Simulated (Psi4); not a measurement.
# UOMP2/def2-SVPD (density fitting for correlation) run of C2H4S− (SMILES C[CH][S-])

Aim: the vertical ionisation energy of C2H4S− at UOMP2/def2-SVPD (density fitting for correlation), from 2 runs. 

The calculation is run with Psi4 1.11.

1 further run of the same task is left out (it didn't finish).

## Step 1: The molecule

The species is C2H4S− (7 atoms), meant as a doublet with charge -1. As SMILES, `C[CH][S-]`. Geometry: relaxed at GFN2-xTB.

Bond lengths: C1–C2 1.494 Å, C2–S3 1.703 Å, C1–H4 1.100 Å, C1–H5 1.107 Å, C1–H6 1.090 Å, C2–H7 1.090 Å. Angles: C1–C2–S3 120.9°, C1–C2–H7 116.2°, S3–C2–H7 116.6°, C2–C1–H4 111.1°, C2–C1–H5 113.6°, C2–C1–H6 109.8°, H4–C1–H5 106.5°, H4–C1–H6 108.4°, H5–C1–H6 107.2°.

## Step 2: The energy at UOMP2/def2-SVPD (density fitting for correlation)

File input.json:

```json
{
  "schema_name": "qcschema_input",
  "schema_version": 1,
  "molecule": {
    "schema_name": "qcschema_molecule",
    "schema_version": 2,
    "symbols": ["C", "C", "S", "H", "H", "H", "H"],
    "geometry": [-1.01249636, 0.72830045, -0.21956728, 0.9611336, -1.24638776, 0.19477407, 3.22965533, -0.86933071, 2.44632606, -2.77247389, -0.11260878, -0.93615142, -0.45113432, 2.19824281, -1.59744218, -1.42594954, 1.68433179, 1.55851383, 1.47126517, -2.3825667, -1.44643417],
    "molecular_charge": -1,
    "molecular_multiplicity": 2,
    "fix_symmetry": "c1"
  },
  "driver": "energy",
  "model": {
    "method": "omp2",
    "basis": "def2-SVPD"
  },
  "keywords": {
    "reference": "uhf",
    "puream": true,
    "e_convergence": 1e-09,
    "d_convergence": 1e-08,
    "scf_type": "pk",
    "num_frozen_docc": 7,
    "maxiter": 200
  }
}
```

Started as:

```bash
psi4 --qcschema input.json -n 1 --memory 1600MB
```

stdout:

```text
[...]
  Running in c1 symmetry.
[...]
  Nuclear repulsion =   91.120110442845657
[...]
  Multiplicity = 2
[...]
  Nalpha       = 17
  Nbeta        = 16
[...]
    Number of basis functions: 99
[...]
   @UHF iter   1:  -475.26394789753618   -5.49296e-01   4.03625e-03 DIIS/ADIIS
[...]
   @UHF iter  16:  -475.39240925528100   -2.04636e-12   5.17262e-09 DIIS
[...]
   @S^2 Observed:                7.728523940E-01
[...]
    Orbital Energies [Eh]
    ---------------------
    Alpha Occupied:
       1A    -91.647894     2A    -11.057965     3A    -11.045520
       4A     -8.679526     5A     -6.368871     6A     -6.366671
       7A     -6.364905     8A     -0.856598     9A     -0.713295
      10A     -0.554194    11A     -0.418232    12A     -0.405601
      13A     -0.348984    14A     -0.267056    15A     -0.218154
      16A     -0.098462    17A     -0.053464
    Alpha Virtual:
      18A      0.240259    19A      0.254894    20A      0.269874
      21A      0.284937    22A      0.303487    23A      0.322666
      24A      0.356800    25A      0.372192    26A      0.393215
[...]
  @UHF Final Energy:  -475.39240925528100
   => Energetics <=
    Nuclear Repulsion Energy =             91.1201104428456574
    One-Electron Energy =                -842.4300899119018595
    Two-Electron Energy =                 275.9175702137752069
    Total Energy =                       -475.3924092552809952
  UHF NO Occupations:
  HONO-2 :   15  A 1.9975722
  HONO-1 :   16  A 1.9933729
[...]
 Multipole Moments:
 ------------------------------------------------------------------------------------
     Multipole            Electronic (a.u.)      Nuclear  (a.u.)        Total (a.u.)
 ------------------------------------------------------------------------------------
 L = 1.  Multiply by 2.5417464519 to convert [e a0] to [Debye]
 Dipole X            :          3.6892052           -4.8432730           -1.1540678
 Dipole Y            :         -1.4545566            1.7622576            0.3077009
 Dipole Z            :          2.7085745           -3.6807306           -0.9721560
 Magnitude           :                                                    1.5400129
[...]
	Warning: cc_lambda option is changed to TRUE
	For this residual convergence, default PCG convergence is:     1.00e-07
[...]
	DF-SCS-MP2 Total Energy (a.u.)     :  -475.81525762417499
	DF-SOS-MP2 Total Energy (a.u.)     :  -475.81237631337808
[...]
	DF-SCS-OMP2 Total Energy (a.u.)    :  -475.82239037237173
	DF-SOS-OMP2 Total Energy (a.u.)    :  -475.78503124443819
	DF-SCS(N)-OMP2 Total Energy (a.u.) :  -475.58012212030695
[...]
	DF-OMP2 Total Energy (a.u.)        :  -475.83008107484693
[...]
```

The result, in JSON:

```text
{
 "driver": "energy",
 "model": {
  "method": "omp2",
  "basis": "def2-SVPD"
 },
 "success": true,
 "return_result": -475.83008107484693,
 "properties": {
  "calcinfo_nbasis": 99,
  "calcinfo_nmo": 99,
  "calcinfo_nalpha": 17,
  "calcinfo_nbeta": 16,
  "calcinfo_natom": 7,
  "nuclear_repulsion_energy": 91.12011044284566,
  "return_energy": -475.83008107484693,
  "scf_one_electron_energy": -842.4300899119019,
  "scf_two_electron_energy": 275.9175702137752,
  "scf_dipole_moment": [-1.154067772835072, 0.30770092434975704, -0.9721560253956256],
  "scf_total_energy": -475.392409255281,
  "scf_iterations": 16,
  "mp2_same_spin_correlation_energy": -0.1055594073360982,
  "mp2_opposite_spin_correlation_energy": -0.32305158315161775,
  "mp2_singles_energy": 0.0,
  "mp2_doubles_energy": -0.4286109904877159,
  "mp2_correlation_energy": -0.428610990487698,
  "mp2_total_energy": -475.8210202457687
 }
}
```

Wall time 37 s (1 thread of Intel Xeon 6975P-C (Granite Rapids), shared host); peak memory 0.37 GiB.

## Step 3: Singlet neutral C2H4S

File run.py:

```python
import psi4

psi4.set_memory(1600000000)
psi4.set_num_threads(1)
psi4.set_output_file('run.log', False)

m = psi4.geometry("""
C     -0.535790     0.385400    -0.116190
C      0.508610    -0.659560     0.103070
S      1.709060    -0.460030     1.294540
H     -1.467130    -0.059590    -0.495390
H     -0.238730     1.163260    -0.845330
H     -0.754580     0.891310     0.824730
H      0.778560    -1.260800    -0.765420
units angstrom
symmetry c1
""")

options = {'basis': 'def2-SVPD', 'reference': 'rhf', 'puream': True, 'e_convergence': 1e-09, 'd_convergence': 1e-08, 'scf_type': 'pk', 'num_frozen_docc': 7}
psi4.set_options(options)

energy_value = psi4.energy("omp2")
print(f'omp2 energy: {energy_value:.10f} Eh')
```

Started as:

```bash
python run.py
```

run.log:

```text
[...]
  Running in c1 symmetry.
[...]
  Nuclear repulsion =   91.120110430544671
[...]
  Multiplicity = 1
[...]
  Nalpha       = 16
  Nbeta        = 16
[...]
    Number of basis functions: 99
[...]
   @RHF iter   1:  -475.31301098173492   -5.98359e-01   2.93521e-03 ADIIS/DIIS
[...]
   @RHF iter  14:  -475.37782122809710   -9.09495e-12   4.70746e-09 DIIS
[...]
    Orbital Energies [Eh]
    ---------------------
    Doubly Occupied:
       1A    -91.920261     2A    -11.340385     3A    -11.260261
       4A     -8.950764     5A     -6.638093     6A     -6.637167
       7A     -6.634664     8A     -1.079549     9A     -0.941925
      10A     -0.777107    11A     -0.633810    12A     -0.593923
      13A     -0.569234    14A     -0.503708    15A     -0.384287
      16A     -0.346049
[...]
  @RHF Final Energy:  -475.37782122809710
   => Energetics <=
    Nuclear Repulsion Energy =             91.1201104305446705
    One-Electron Energy =                -834.5734875729182249
    Two-Electron Energy =                 268.0755559142764923
    Total Energy =                       -475.3778212280971047
[...]
 Multipole Moments:
 ------------------------------------------------------------------------------------
     Multipole            Electronic (a.u.)      Nuclear  (a.u.)        Total (a.u.)
 ------------------------------------------------------------------------------------
 L = 1.  Multiply by 2.5417464519 to convert [e a0] to [Debye]
 Dipole X            :          4.0086159           -4.8432730           -0.8346571
 Dipole Y            :         -1.6188350            1.7622576            0.1434225
 Dipole Z            :          2.8046842           -3.6807306           -0.8760464
 Magnitude           :                                                    1.2184743
[...]
	Warning: cc_lambda option is changed to TRUE
	For this residual convergence, default PCG convergence is:     1.00e-07
[...]
	DF-MP2 Total Energy (a.u.)         :  -475.80996864444501
[...]
	DF-MP2 Total Energy (a.u.)         :  -475.81845091156157
[...]
	DF-OMP2 Total Energy (a.u.)        :  -475.81845091156430
[...]
```

Standard output:

```text
omp2 energy: -475.8184509116 Eh
```

Run time: 18 s. Hardware: 1 thread of Intel Xeon 6975P-C (Granite Rapids), shared host; peak memory 0.37 GiB.

## Step 4: Outcome

Level: UOMP2/def2-SVPD (density fitting for correlation), 7 core orbitals frozen.

```
                                                                  quantity          value
                                              doublet C2H4S−: total energy  -475.83008 Eh
doublet C2H4S−: HOMO energy (Hartree–Fock orbitals) (highest over α and β)       -1.45 eV
 doublet C2H4S−: LUMO energy (Hartree–Fock orbitals) (lowest over α and β)        6.54 eV
               doublet C2H4S−: correlation energy (7 core orbitals frozen)     -437.7 mEh
                         doublet C2H4S−: ⟨S²⟩ of the reference determinant          0.773
                                       singlet neutral C2H4S: total energy  -475.81845 Eh
                singlet neutral C2H4S: HOMO energy (Hartree–Fock orbitals)       -9.42 eV
                singlet neutral C2H4S: LUMO energy (Hartree–Fock orbitals)        0.88 eV
              singlet neutral C2H4S: HOMO–LUMO gap (Hartree–Fock orbitals)       10.30 eV
        singlet neutral C2H4S: correlation energy (7 core orbitals frozen)     -440.6 mEh
                       vertical detachment energy (to the singlet neutral)       0.316 eV
```

**Reading.** The vertical ionisation energy comes to 0.32 eV (7.3 kcal/mol). Only the singlet of the ionised species was computed; a triplet could lie lower.
